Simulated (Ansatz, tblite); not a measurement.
Removing and adding an electron: Na2O. The state is a singlet with charge 0. Geometry: PBE-D4/def2-TZVP. Ansatz, gas phase; energy differences of separate SCF runs; the oxidised species was run as a doublet alone; the reduced species was run as a doublet alone.

```xyz
3

Na    0.584   -1.831   -0.305
Na   -0.760    1.791    0.033
O     0.176    0.040    0.271
```

The xTB rows come from tblite. Correlated methods freeze 3 core orbitals; core or outer-core shells of Na are correlated, in sets that lack core-valence functions. The structure comes from a short search, and lower isomers may exist.

| level | −HOMO (eV) | vertical IE (eV) | −LUMO (eV) | vertical EA (eV) | HOMO–LUMO gap (eV) | IE − EA (eV) | remarks |
| --- | --- | --- | --- | --- | --- | --- | --- |
| GFN1-xTB | 7.52 | 11.25 | 4.64 | 2.52 | 2.88 | 8.73 | – |
| PBE-D4/def2-TZVPD | 2.49 | – | 1.52 | 0.37 | 0.97 | – | HOMO above zero (-1 doublet) |
| r2SCAN-D4/def2-TZVP | 2.38 | 4.85 | 1.06 | – | 1.33 | – | – |
| PBE0-D4/def2-TZVP | 3.38 | 4.75 | 0.93 | – | 2.44 | – | – |
| CCSD/def2-TZVPP | – | 4.45 | – | – | – | – | large T1 (0.031) (singlet) |
| CCSD(T)/def2-TZVPP | – | 4.76 | – | – | – | – | large T1 (0.031) (singlet) |

(1) Estimate the rows for GFN2-xTB, HF/def2-TZVPP, PBE-D4/def2-TZVP, r2SCAN-D4/def2-TZVPD, PBE0-D4/def2-TZVPD, MP2/def2-TZVPP.

Results:

(1) 
```csv
level,−HOMO (eV),vertical IE (eV),−LUMO (eV),vertical EA (eV),HOMO–LUMO gap (eV),IE − EA (eV),remarks
GFN2-xTB,6.76,10.79,6.22,2.64,0.54,8.14,–
HF/def2-TZVPP,–,2.39,–,–,–,–,–
PBE-D4/def2-TZVP,2.50,5.39,1.53,–,0.96,–,–
r2SCAN-D4/def2-TZVPD,2.38,–,1.02,0.30,1.36,–,"HOMO above zero (-1 doublet), spin-contaminated (⟨S²⟩ 0.84) (-1 doublet)"
PBE0-D4/def2-TZVPD,3.38,–,0.92,0.25,2.46,–,"HOMO above zero (-1 doublet), spin-contaminated (⟨S²⟩ 0.86) (-1 doublet)"
MP2/def2-TZVPP,–,5.23,–,–,–,–,–
```

Run but left out: HF/def2-TZVPD, MP2/def2-TZVPD, CCSD/def2-TZVPD, CCSD(T)/def2-TZVPD (charge -1 doublet: ⟨S²⟩ 1.76, where a pure state has 0.75).   A HOMO above zero means that the electron is unbound at that level or that self-interaction error raises the level; the energy of removing that electron tells which. Raw xTB energy differences between charge states are shifted by several eV; the methods need an empirical correction for them.
